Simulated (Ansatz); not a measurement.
Two members of one family (Series [BH3X]-), computed with Ansatz in the gas phase. The two geometries come from different levels. A dash marks a value that wasn't run or was left out as unsound. The structures are stationary points that may keep the symmetry of their start. Remarks come from the PBE and PBE0 runs and from stability tests at other levels; not every state was tested. HOMO above LUMO (over both spins in singlets and doublets, within one spin in higher multiplets; at PBE or PBE0), or a gap under 0.15 eV within one spin, warns that the state may not be the lowest or that an electron is smeared out.

First: [B(CN)H3]- (singlet, charge -1, r2SCAN-D4/def2-TZVPD geometry).

Cartesian coordinates in Å:
```
B -0.077 -0.336 -0.390
C 0.156 0.682 0.791
N 0.326 1.434 1.664
H 0.749 -1.238 -0.306
H 0.055 0.254 -1.456
H -1.209 -0.796 -0.303
```

```tsv
level	HOMO (eV)	vertical IE (eV)
PBE-D4/def2-TZVPD	-1.54	4.81
B97M-V/def2-TZVPD	-1.85	–
r2SCANh-D4/def2-TZVPD	-2.28	–
PBE0-D4/def2-TZVPD	-2.81	5.07
CAM-B3LYP-D4/def2-TZVPD	-4.23	–
```

Remarks: gap within one spin near zero at PBE or PBE0 (neutral doublet).

Second: [BMeH3]- (singlet, charge -1, PBE-D4/def2-TZVPD geometry).

```xyz
8

B    -0.449   -0.312    0.612
C     0.454    0.315   -0.619
H     0.062    0.042   -1.620
H     1.508   -0.032   -0.597
H     0.495    1.424   -0.597
H     0.026    0.018    1.719
H    -0.471   -1.560    0.551
H    -1.625    0.104    0.551
```

Task: Estimate the same table for the second.

Result: 
```tsv
level	HOMO (eV)	vertical IE (eV)
PBE-D4/def2-TZVPD	-0.53	3.89
B97M-V/def2-TZVPD	-0.90	–
r2SCANh-D4/def2-TZVPD	-1.25	–
PBE0-D4/def2-TZVPD	-1.78	4.10
CAM-B3LYP-D4/def2-TZVPD	-3.22	–
```

Remarks: gap within one spin near zero at PBE or PBE0 (neutral doublet).
